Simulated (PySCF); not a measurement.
**How well do the runs reproduce experiment for 2-butanone?**

**Experimental background.**

NIST CCCBDB Release 22 (SRD 101), experimental polarizabilities lists, for the gas: mean polarisability 8.19 Å³.

The results are set against them at the end.

Compound: 2-butanone, C₄H₈O.
Numbering: `[CH3:1][CH2:2][C:3]([CH3:4])=[O:5]` (hydrogens: H6, H7, H8 on C1; H9, H10 on C2; H11, H12, H13 on C4)

Geometry (GFN2-xTB, Å), atoms numbered from 1 in this order:
```xyz
13
C4H8O angstrom
C     -1.897    0.099   -0.127
C     -0.432    0.345   -0.460
C      0.502   -0.223    0.590
C      1.956   -0.246    0.179
O      0.125   -0.622    1.661
H     -2.543    0.574   -0.862
H     -2.107   -0.968   -0.115
H     -2.126    0.498    0.857
H     -0.236    1.419   -0.517
H     -0.175   -0.083   -1.431
H      2.240    0.693   -0.288
H      2.586   -0.441    1.042
H      2.102   -1.044   -0.547
```

The PySCF runs (gas phase, on this GFN2-xTB geometry; no spin–orbit coupling):

```
         level                                                                job  basis functions  wall time
PBE0/def2-SVPD  8 singlets by full TDDFT, 3 Tamm–Dancoff triplets, polarisability              167       13 s
```

Hardware: one thread, Arm Neoverse V2, on a shared host.

## Comparison

**Mean polarisability.** Measured: 8.19 Å³ (NIST CCCBDB Release 22 (SRD 101), experimental polarizabilities).

| level | computed (Å³) | computed − measured (Å³) | % (from the printed values) |
| --- | --- | --- | --- |
| PBE0/def2-SVPD | 7.76 | -0.43 | -5 |

The computed values are static and purely electronic, with core orbitals frozen in the response (1 au = 0.148185 Å³). The table of measured values doesn't say here whether a value is static or optical, or holds a vibrational part. The measurement averages over conformers, the calculation has one.

No measured geometry was used, and the causes of the misses weren't examined.
